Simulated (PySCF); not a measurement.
Compound: C5H7F.
SMILES: `C=CC/C=C/F`

Jobs on this species (13 atoms, 46 electrons) with PySCF (density fitting). Hardware of each: one thread, Arm Neoverse N1 (aarch64) (shared host). Times come from a shared host and carry two figures at best. Peak memory is the resident size of the whole Python process, interpreter and libraries included.

```json
{"level and settings": "delta-SCF UKS HF, pcX-2 on the ionised atom, pcseg-1 elsewhere, spin-free X2C", "work": "ΔSCF core ionisation, 6 holes", "basis functions": "150", "SCF cycles": "?", "wall time": "?", "peak memory": "?"}
{"level and settings": "delta-SCF UKS SCAN, pcX-1 on the ionised atom, pcseg-1 elsewhere, spin-free X2C", "work": "ΔSCF core ionisation, 6 holes", "basis functions": "129", "SCF cycles": "119", "wall time": "65 s", "peak memory": "0.60 GiB"}
{"level and settings": "delta-SCF UKS SCAN, pcX-2 on the ionised atom, pcseg-1 elsewhere, non-relativistic", "work": "ΔSCF core ionisation, 6 holes", "basis functions": "150", "SCF cycles": "119", "wall time": "75 s", "peak memory": "0.60 GiB"}
{"level and settings": "delta-SCF UKS PBE0, pcX-2 on the ionised atom, pcseg-1 elsewhere, spin-free X2C", "work": "ΔSCF core ionisation, 6 holes", "basis functions": "150", "SCF cycles": "100", "wall time": "83 s", "peak memory": "0.60 GiB"}
{"level and settings": "delta-SCF UKS SCAN, pcX-2 on the ionised atom, pcseg-1 elsewhere, spin-free X2C", "work": "ΔSCF core ionisation, 6 holes", "basis functions": "150", "SCF cycles": "120", "wall time": "75 s", "peak memory": "0.53 GiB"}
{"level and settings": "delta-SCF UKS B3LYP, pcX-2 on the ionised atom, pcseg-1 elsewhere, spin-free X2C", "work": "ΔSCF core ionisation, 6 holes", "basis functions": "150", "SCF cycles": "102", "wall time": "85 s", "peak memory": "0.60 GiB"}
{"level and settings": "PBE0-D3(BJ)/def2-SVP, grid level 1", "work": "geometry optimisation from a GFN2-xTB start shaken at random", "basis functions": "119", "SCF cycles": "59", "wall time": "72 s", "peak memory": "0.51 GiB"}
{"level and settings": "delta-SCF UKS PBE, pcX-2 on the ionised atom, pcseg-1 elsewhere, spin-free X2C", "work": "ΔSCF core ionisation, 6 holes", "basis functions": "150", "SCF cycles": "110", "wall time": "48 s", "peak memory": "0.60 GiB"}
{"level and settings": "delta-SCF UKS SCAN, def2-TZVP on the ionised atom, pcseg-1 elsewhere, spin-free X2C", "work": "ΔSCF core ionisation, 6 holes", "basis functions": "136", "SCF cycles": "120", "wall time": "72 s", "peak memory": "0.60 GiB"}
```

Task: Fill in the missing figures.

Result: 
- delta-SCF UKS HF, pcX-2 on the ionised atom, pcseg-1 elsewhere, spin-free X2C; ΔSCF core ionisation, 6 holes: 55 s, 0.60 GiB, 117 SCF cycles

Task: What do all jobs in the table cost together?

Result: About 10 min; the longest takes about 13 % of that, and about 1.8 times as long as the shortest.
